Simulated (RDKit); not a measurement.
# CH5BO (SMILES BOC) at UFF

Aim: a structure relaxation of CH5BO. 

Program for the calculation: RDKit 2026.09.1.

**1. Starting point**

CH5BO: 8 atoms, total charge 0, spin state singlet. SMILES: `BOC`. Geometry: relaxed at GFN2-xTB. The run starts from this shape.

Bond lengths: B1–O2 1.320 Å, O2–C3 1.404 Å, B1–H4 1.183 Å, B1–H5 1.171 Å, C3–H6 1.093 Å, C3–H7 1.092 Å, C3–H8 1.093 Å. Angles: B1–O2–C3 124.9°, O2–B1–H4 122.5°, O2–B1–H5 115.4°, O2–C3–H6 111.9°, O2–C3–H7 108.7°, O2–C3–H8 108.7°, H4–B1–H5 122.1°, H6–C3–H7 109.4°, H6–C3–H8 109.4°, H7–C3–H8 108.7°.

**2. A geometry optimisation at UFF**

Input file mol.xyz:

```xyz
8

B     -0.647920     0.834490    -0.842570
O      0.474800     0.419200    -0.286530
C      0.570570    -0.626490     0.645910
H     -1.697280     0.348320    -0.594160
H     -0.535790     1.722180    -1.598360
H     -0.404920    -1.072170     0.859250
H      1.239620    -1.391500     0.245670
H      1.000930    -0.234040     1.570780
```

Input file job.py:

```python
# UFF minimise with RDKit
import json
import numpy as np
from rdkit import Chem
from rdkit.Chem import AllChem
from rdkit.Chem import rdDetermineBonds

molecule = Chem.MolFromXYZFile("mol.xyz")
rdDetermineBonds.DetermineBonds(molecule, charge=0)
print("perceived SMILES:", Chem.MolToSmiles(Chem.RemoveHs(molecule)))
symbols = [a.GetSymbol() for a in molecule.GetAtoms()]
start = molecule.GetConformer().GetPositions().copy()

ff = AllChem.UFFGetMoleculeForceField(molecule)
e0 = ff.CalcEnergy()
print(f"start   E = {e0:.5f} kcal/mol")
path, flag, n = [], 1, 0
while flag and n < 2000:
    flag = ff.Minimize(maxIts=20, forceTol=0.0001)
    n += 20
    path.append((n, ff.CalcEnergy(), molecule.GetConformer().GetPositions().tolist()))
    print(f"{n:5d}   E = {path[-1][1]:.5f} kcal/mol")
print("converged" if flag == 0 else "iteration limit reached")
final = molecule.GetConformer().GetPositions()
for a, p in zip(symbols, final):
    print(f"{a:<2} {p[0]:11.5f} {p[1]:11.5f} {p[2]:11.5f}")
print(f"energy gained {e0 - path[-1][1]:.4f} kcal/mol")
json.dump(dict(symbols=symbols, start=start.tolist(), start_energy=e0, energy=path[-1][1], final=final.tolist(), path=path, success=flag == 0), open("results.json", "w"))
```

Run with:

```console
$ python job.py
```

Q: Predict the results. Wanted: steric energy.

**Answer.** As computed:

At UFF:

| quantity | value |
| --- | --- |
| steric energy (arbitrary zero) | 0.00570 Eh |

**Reading.** At the final geometry: Bond lengths: B1–O2 1.472 Å, O2–C3 1.407 Å, B1–H4 1.182 Å, B1–H5 1.182 Å, C3–H6 1.115 Å, C3–H7 1.115 Å, C3–H8 1.109 Å. Angles: B1–O2–C3 108.4°, O2–B1–H4 120.1°, O2–B1–H5 120.1°, O2–C3–H6 111.7°, O2–C3–H7 111.7°, O2–C3–H8 108.4°, H4–B1–H5 119.9°, H6–C3–H7 110.8°, H6–C3–H8 107.1°, H7–C3–H8 107.1°. The optimisation took 100 steps and changed the energy by -1.421 eV.
